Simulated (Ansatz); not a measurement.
# CAlN: the cost of one run

The runs use Ansatz 0.2.0, Gaussian basis; def2-QZVPP, core rule «outside noble gas», up to 7 orbitals frozen.

The runs, in order: UHF; ROHF; CCSD(T) on UHF.

2 further runs of the same task are left out: 2 set aside as unsound or not needed.

**1. The geometry**

The geometry is a PBE0/def2-TZVP stationary point (not a proven minimum).

3 atoms, charge 0, spin multiplicity 3.

Atoms are counted from 1 here; the program's logs count them from 0.

Bond lengths: C1–Al2 1.902 Å, Al2–N3 1.738 Å. Angles: C1–Al2–N3 180.0°.

**2. UHF**

The input, in.yaml:

```yaml
crystal:
  periodic: [false, false, false]
  atoms:
    - {symbol: C, position_ang: [0.000000, 0.000000, 1.847367]}
    - {symbol: Al, position_ang: [0.000000, 0.000000, -0.054933]}
    - {symbol: N, position_ang: [0.000000, 0.000000, -1.792433]}
basis:
  gaussian: {orbitals: "def2-QZVPP.json"}
magnetization: {spin_polarized: true, initial_magnetization: 2}
hamiltonian: {xc: hf}
output: {orbitals: {seedname: orbitals}}
```

The run is started by

```console
> ansatz run in.yaml --threads 1 --pin off --events-out ev --progress --plain --max-ram 2393MiB
```

**Question.** How long does this run take on 1 thread of Arm Neoverse V2, shared host, and how much memory does it need?

About 67 s, with a peak of 0.4 GiB.
